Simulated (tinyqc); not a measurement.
Worked calculation (part 2 of 2): UHF in the sto-3g basis, for LiH+, spin multiplicity 2. Computed by tinyqc, a small Python program that keeps every step (integrals from PySCF). Command: `OMP_NUM_THREADS=1 python tinyqc.py 23201 23202 out.jsonl` (the two numbers bound the seeds that draw the settings). One thread of a shared host (Intel(R) Xeon(R) Processor @ 2.60GHz), about 0.2 s of CPU time with the checks.

Geometry (angstrom):
```
atom         x         y         z
Li    0.000000  0.000000  0.000000
H     0.000000  0.000000  2.844000
```

## Iteration 3: DIIS over 3 matrices

error matrix X^T (FDS - SDF) X (alpha):
```
           1          2         3         4         5          6
1   0.000000   0.070413  0.000000  0.000000  0.004695  -0.002968
2  -0.070413   0.000000  0.000000  0.000000  0.000777  -0.001270
3   0.000000   0.000000  0.000000  0.000000  0.000000   0.000000
4   0.000000   0.000000  0.000000  0.000000  0.000000   0.000000
5  -0.004695  -0.000777  0.000000  0.000000  0.000000  -0.008571
6   0.002968   0.001270  0.000000  0.000000  0.008571   0.000000
```

B (overlaps of the stored error matrices), lower triangle:
```
                1              2              3
1   7.0835427e-02
2  -1.6627986e-02  2.6256939e-02
3  -4.5264759e-03  2.1698360e-02  1.9493092e-02
```

Minimise |sum c_i e_i|^2 with sum c_i = 1: solve [B -1; -1 0][c; lambda] = [0; -1] with B_ij = tr e_i^T e_j summed over both spins, and take F = sum c_i F_i.

DIIS coefficients: 0.855561  4.264227  -4.119788

extrapolated F(alpha) (hartree), lower triangle:
```
            1Li 1s     1Li 2s    1Li 2px    1Li 2py    1Li 2pz     2H 1s
1Li 1s   -4.352376
1Li 2s   -0.896457  -0.829616
1Li 2px   0.000000   0.000000  -0.604747
1Li 2py   0.000000   0.000000   0.021246  -0.863621
1Li 2pz   0.009537   0.072005   0.000000   0.000000  -0.623651
2H 1s    -0.007480  -0.031519   0.000000   0.000000   0.021356  0.064416
```

extrapolated F(beta) (hartree), lower triangle:
```
            1Li 1s     1Li 2s    1Li 2px    1Li 2py    1Li 2pz     2H 1s
1Li 1s   -4.340958
1Li 2s   -0.884500  -0.766508
1Li 2px   0.000000   0.000000  -0.586089
1Li 2py   0.000000   0.000000  -0.002732  -0.552796
1Li 2pz   0.009448   0.071977   0.000000   0.000000  -0.606945
2H 1s    -0.007285  -0.029598   0.000000   0.000000   0.022384  0.064722
```

## Iteration 3: diagonalisation and new density

X, lower triangle:
```
            1Li 1s     1Li 2s   1Li 2px   1Li 2py    1Li 2pz     2H 1s
1Li 1s    1.023087
1Li 2s   -0.126772   1.031617
1Li 2px   0.000000   0.000000  1.000000
1Li 2py   0.000000   0.000000  0.000000  1.000000
1Li 2pz  -0.002376   0.013091  0.000000  0.000000   1.019390
2H 1s     0.012619  -0.077798  0.000000  0.000000  -0.115877  1.027853
```

D(alpha) after iteration 2, lower triangle:
```
            1Li 1s     1Li 2s    1Li 2px   1Li 2py    1Li 2pz     2H 1s
1Li 1s    0.959859
1Li 2s    0.000083   0.000574
1Li 2px   0.000000   0.000000   0.006602
1Li 2py   0.000000   0.000000  -0.080986  0.993398
1Li 2pz  -0.000309   0.002548   0.000000  0.000000   0.012970
2H 1s     0.000602  -0.004336   0.000000  0.000000  -0.022076  0.037576
```

D(beta) after iteration 2, lower triangle:
```
            1Li 1s     1Li 2s   1Li 2px   1Li 2py    1Li 2pz     2H 1s
1Li 1s    0.961969
1Li 2s   -0.004320   0.000584
1Li 2px   0.000000   0.000000  0.000000
1Li 2py   0.000000   0.000000  0.000000  0.000000
1Li 2pz  -0.000441   0.002547  0.000000  0.000000   0.012970
2H 1s     0.001120  -0.004336  0.000000  0.000000  -0.022076  0.037576
```

overlap S, lower triangle:
```
           1Li 1s    1Li 2s   1Li 2px   1Li 2py   1Li 2pz     2H 1s
1Li 1s   1.000000
1Li 2s   0.241137  1.000000
1Li 2px  0.000000  0.000000  1.000000
1Li 2py  0.000000  0.000000  0.000000  1.000000
1Li 2pz  0.000000  0.000000  0.000000  0.000000  1.000000
2H 1s    0.003129  0.143715  0.000000  0.000000  0.221422  1.000000
```

Diagonalise F' = X^T F X, C = X C', fill 2 alpha and 1 beta electrons from the bottom; D(s) = C_occ C_occ^T; the new density keeps 0.2 of the old one (damping). Each column has its largest component positive (the first on a tie).

F' = X^T F X (alpha) (hartree), lower triangle:
```
           1          2          3          4          5         6
1  -4.336545
2  -0.287882  -0.711312
3   0.000000   0.000000  -0.604747
4   0.000000   0.000000   0.021246  -0.863621
5   0.002436   0.059892   0.000000   0.000000  -0.650395
6   0.005204   0.008141   0.000000   0.000000   0.082947  0.056756
```

orbital energies (alpha) (hartree): MO1 -4.359284, MO2 -0.865353, MO3 -0.734416, MO4 -0.614440, MO5 -0.603015, MO6 0.066645

coefficients C (alpha):
```
               MO1        MO2        MO3        MO4       MO5        MO6
1Li 1s    1.009921   0.000000  -0.161866  -0.129249  0.000000   0.009770
1Li 2s   -0.045110   0.000000   0.805361   0.657861  0.000000  -0.055744
1Li 2px   0.000000  -0.081255   0.000000   0.000000  0.996693   0.000000
1Li 2py   0.000000   0.996693   0.000000   0.000000  0.081255   0.000000
1Li 2pz  -0.003123   0.000000  -0.621718   0.816211  0.000000   0.003934
2H 1s     0.005357   0.000000   0.067499  -0.245342  0.000000   1.005656
```

F' = X^T F X (beta) (hartree), lower triangle:
```
           1          2          3          4          5         6
1  -4.326681
2  -0.284777  -0.647397
3   0.000000   0.000000  -0.586089
4   0.000000   0.000000  -0.002732  -0.552796
5   0.002356   0.060594   0.000000   0.000000  -0.633269
6   0.004971   0.005329   0.000000   0.000000   0.082011  0.057116
```

orbital energies (beta) (hartree): MO1 -4.348612, MO2 -0.694141, MO3 -0.586311, MO4 -0.574417, MO5 -0.552573, MO6 0.066940

coefficients C (beta):
```
               MO1        MO2       MO3        MO4        MO5        MO6
1Li 1s    1.010327   0.132634  0.000000  -0.156486   0.000000   0.010109
1Li 2s   -0.047157  -0.663561  0.000000   0.800408   0.000000  -0.057786
1Li 2px   0.000000   0.000000  0.996693   0.000000  -0.081255   0.000000
1Li 2py   0.000000   0.000000  0.081255   0.000000   0.996693   0.000000
1Li 2pz  -0.003121   0.767127  0.000000   0.681351   0.000000   0.005254
2H 1s     0.005611  -0.115757  0.000000  -0.227110   0.000000   1.005540
```

D(alpha) after iteration 3, lower triangle:
```
            1Li 1s     1Li 2s    1Li 2px   1Li 2py    1Li 2pz     2H 1s
1Li 1s    1.007924
1Li 2s   -0.036429   0.001743
1Li 2px   0.000000   0.000000   0.006602
1Li 2py   0.000000   0.000000  -0.080986  0.993398
1Li 2pz  -0.002585   0.000622   0.000000  0.000000   0.002602
2H 1s     0.004448  -0.001061   0.000000  0.000000  -0.004429  0.007538
```

D(beta) after iteration 3, lower triangle:
```
            1Li 1s     1Li 2s   1Li 2px   1Li 2py    1Li 2pz     2H 1s
1Li 1s    1.009002
1Li 2s   -0.038979   0.001896
1Li 2px   0.000000   0.000000  0.000000
1Li 2py   0.000000   0.000000  0.000000  0.000000
1Li 2pz  -0.002611   0.000627  0.000000  0.000000   0.002602
2H 1s     0.004759  -0.001079  0.000000  0.000000  -0.004429  0.007540
```

## Iteration 17 (converged): orbitals

converged F(alpha) (hartree), lower triangle:
```
            1Li 1s     1Li 2s    1Li 2px    1Li 2py    1Li 2pz      2H 1s
1Li 1s   -2.725420
1Li 2s   -0.728213  -0.381171
1Li 2px   0.000000   0.000000  -0.090813
1Li 2py   0.000000   0.000000   0.000000  -0.090813
1Li 2pz   0.000432  -0.029792   0.000000   0.000000  -0.133112
2H 1s    -0.010460  -0.148898   0.000000   0.000000  -0.212740  -0.646171
```

converged F(beta) (hartree), lower triangle:
```
            1Li 1s     1Li 2s    1Li 2px    1Li 2py    1Li 2pz     2H 1s
1Li 1s   -2.724710
1Li 2s   -0.728122  -0.360000
1Li 2px   0.000000   0.000000  -0.088802
1Li 2py   0.000000   0.000000   0.000000  -0.088802
1Li 2pz   0.000382  -0.000472   0.000000   0.000000  -0.091549
2H 1s    -0.010585  -0.053725   0.000000   0.000000  -0.071756  0.085705
```

Diagonalise F' = X^T F X, C = X C', fill 2 alpha and 1 beta electrons from the bottom; D(s) = C_occ C_occ^T. Each column has its largest component positive (the first on a tie).

F' = X^T F X (alpha) (hartree), lower triangle:
```
           1          2          3          4          5          6
1  -2.669849
2  -0.378818  -0.239596
3   0.000000   0.000000  -0.090813
4   0.000000   0.000000   0.000000  -0.090813
5  -0.000912  -0.006978   0.000000   0.000000  -0.097128
6   0.020645  -0.088432   0.000000   0.000000  -0.133753  -0.612087
```

orbital energies (alpha) (hartree): MO1 -2.727553, MO2 -0.661470, MO3 -0.167284, MO4 -0.090813, MO5 -0.090813, MO6 -0.062353

coefficients C (alpha):
```
               MO1        MO2        MO3        MO4       MO5        MO6
1Li 1s    0.992331  -0.036748  -0.273440   0.000000  0.000000  -0.045854
1Li 2s    0.030104   0.119568   1.019739   0.000000  0.000000   0.177368
1Li 2px   0.000000   0.000000   0.000000  -0.081255  0.996693   0.000000
1Li 2py   0.000000   0.000000   0.000000   0.996693  0.081255   0.000000
1Li 2pz   0.000589   0.124887  -0.154287   0.000000  0.000000   1.006657
2H 1s    -0.002709   0.941623  -0.203590   0.000000  0.000000  -0.384722
```

F' = X^T F X (beta) (hartree), lower triangle:
```
           1          2          3          4          5         6
1  -2.668971
2  -0.380184  -0.227416
3   0.000000   0.000000  -0.088802
4   0.000000   0.000000   0.000000  -0.088802
5  -0.002680   0.008435   0.000000   0.000000  -0.076920
6   0.017625  -0.047575   0.000000   0.000000  -0.076471  0.113534
```

orbital energies (beta) (hartree): MO1 -2.726839, MO2 -0.178270, MO3 -0.102938, MO4 -0.088802, MO5 -0.088802, MO6 0.148273

coefficients C (beta):
```
               MO1        MO2        MO3       MO4        MO5        MO6
1Li 1s    0.992355  -0.271352   0.032137  0.000000   0.000000   0.059236
1Li 2s    0.030018   1.007062  -0.122463  0.000000   0.000000  -0.237609
1Li 2px   0.000000   0.000000   0.000000  0.996693  -0.081255   0.000000
1Li 2py   0.000000   0.000000   0.000000  0.081255   0.996693   0.000000
1Li 2pz   0.000462   0.044793   0.926026  0.000000   0.000000  -0.439579
2H 1s    -0.002973   0.102390   0.216829  0.000000   0.000000   1.009264
```

D(alpha) after iteration 17, lower triangle:
```
            1Li 1s    1Li 2s   1Li 2px   1Li 2py   1Li 2pz     2H 1s
1Li 1s    0.986070
1Li 2s    0.025479  0.015203
1Li 2px   0.000000  0.000000  0.000000
1Li 2py   0.000000  0.000000  0.000000  0.000000
1Li 2pz  -0.004005  0.014950  0.000000  0.000000  0.015597
2H 1s    -0.037291  0.112506  0.000000  0.000000  0.117595  0.886662
```

D(beta) after iteration 17, lower triangle:
```
            1Li 1s     1Li 2s   1Li 2px   1Li 2py    1Li 2pz     2H 1s
1Li 1s    0.984769
1Li 2s    0.029788   0.000901
1Li 2px   0.000000   0.000000  0.000000
1Li 2py   0.000000   0.000000  0.000000  0.000000
1Li 2pz   0.000458   0.000014  0.000000  0.000000   0.000000
2H 1s    -0.002950  -0.000089  0.000000  0.000000  -0.000001  0.000009
```

Within a degenerate level the vectors are fixed only up to a rotation; this is one choice.

## Convergence

Stop when the energy changes by less than 1e-08 hartree and every element of the error matrix X^T (F D S - S D F) X (for each spin) is below 3e-05.

Course of the cycle:
```
iteration  E (hartree)     change  largest element of the error matrix
1          -1.47491196          -                             1.36e-01
2          -6.26400285  -4.79e+00                             7.54e-02
3          -7.02919032  -7.65e-01                             7.04e-02
4          -7.15727127  -1.28e-01                             1.48e-01
5          -7.49068052  -3.33e-01                             2.67e-02
6          -7.58507105  -9.44e-02                             1.14e-02
7          -7.60510918  -2.00e-02                             1.55e-02
8          -7.60890186  -3.79e-03                             2.13e-02
9          -7.61038216  -1.48e-03                             5.28e-03
10         -7.61079199  -4.10e-04                             1.68e-03
11         -7.61087601  -8.40e-05                             3.78e-04
12         -7.61089290  -1.69e-05                             7.39e-05
13         -7.61089628  -3.38e-06                             1.50e-05
14         -7.61089696  -6.77e-07                             3.00e-06
15         -7.61089709  -1.35e-07                             6.00e-07
16         -7.61089712  -2.71e-08                             1.20e-07
17         -7.61089713  -5.42e-09                             2.40e-08
```

PySCF UHF in the same basis, after a stability check = -7.61089713 hartree

Converged in 17 iterations.

## Populations, bond orders and dipole

Mulliken: Z minus the diagonal of D S on the atom; Loewdin: the same with S^(1/2) D S^(1/2); Mayer order: 2 sum_s sum (D(s) S)_ij (D(s) S)_ji over the two atoms.

Charges (e):
```
atom  Mulliken   Loewdin  Mulliken spin
1Li   0.928738  0.913926       0.071235
2H    0.071262  0.086074       0.928765
```

Mayer bond orders:
```
pair     order
2-1   0.132317
```

dipole moment about the origin, x y z (debye): 0.000000  0.000000  0.478059

<S^2> of the determinant (pure state: 0.75) = 0.750000
